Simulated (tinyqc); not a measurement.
Stretching all distances: RHF, UHF, MP2, CISD and CCSD against full CI in the sto-3g basis, for H2O, spin multiplicity 1. Computed by the program tinyqc with PySCF. 

Geometry (angstrom):

| atom | x | y | z |
|---|---|---|---|
| O | 0.0000 | 0.0000 | 0.0000 |
| H | 0.0000 | 0.6780 | 0.5880 |
| H | 0.0000 | -0.6780 | 0.5880 |

All coordinates are multiplied by the scale. c0^2 is the weight of the RHF determinant in the lowest singlet FCI state (UHF is spin-contaminated and may lie near states of higher spin) and n(LUMO) the first natural occupation beyond the occupied space.

Full CI energy (hartree) and errors against it (kcal/mol):

| scale | distance 1-2 (angstrom) | E(FCI) | RHF | UHF | MP2 | CISD | CCSD | <S^2> UHF | c0^2 | n(LUMO) |
|---|---|---|---|---|---|---|---|---|---|---|
| 0.8600 | 0.7718 | -74.829310 | 19.5743 | 19.5743 | 4.7653 | 0.1384 | 0.0333 | 0.0000 | 0.9878 | 0.0132 |
| 1.0500 | 0.9423 | -75.008815 | 30.5763 | 30.5763 | 8.4369 | 0.4128 | 0.0639 | 0.0000 | 0.9747 | 0.0263 |
| 1.2300 | 1.1039 | -75.015000 | 45.5637 | 45.5637 | 13.7322 | 1.1490 | 0.1358 | 0.0000 | 0.9512 | 0.0493 |
| 1.4200 | 1.2744 | -74.961989 | 67.2604 | 67.1793 | 21.6048 | 3.0960 | 0.3134 | 0.0676 | 0.9080 | 0.0946 |
| 1.6100 | 1.4449 | -74.896138 | 95.5188 | 66.5042 | 31.8031 | 7.2489 | 0.5747 | 1.0372 | 0.8399 | 0.1708 |
| 1.8000 | 1.6154 | -74.837610 | 130.4228 | 47.0134 | 43.8706 | 14.5940 | 0.4473 | 1.5057 | 0.7437 | 0.2830 |
| 1.9800 | 1.7770 | -74.796100 | 168.8070 | 28.5732 | 55.7908 | 24.5285 | -1.4798 | 1.7360 | 0.6318 | 0.4182 |
| 2.1700 | 1.9475 | -74.768099 | 212.2842 | 14.9697 | 67.9450 | 36.5016 | -6.8369 | 1.8645 | 0.5029 | 0.5697 |

UHF parts from RHF first at scale 1.42 of those listed, where <S^2> leaves zero. The weight c0^2 goes from 0.99 to 0.50 and n(LUMO) from 0.01 to 0.57: static correlation grows as the bonds break into open-shell fragments. The spread of the error along the curve, which distorts its shape, is CCSD 7.4, CISD 36.4, UHF 52.2, MP2 63.2, RHF 192.7 kcal/mol. Below FCI somewhere: CCSD, as non-variational methods may be.
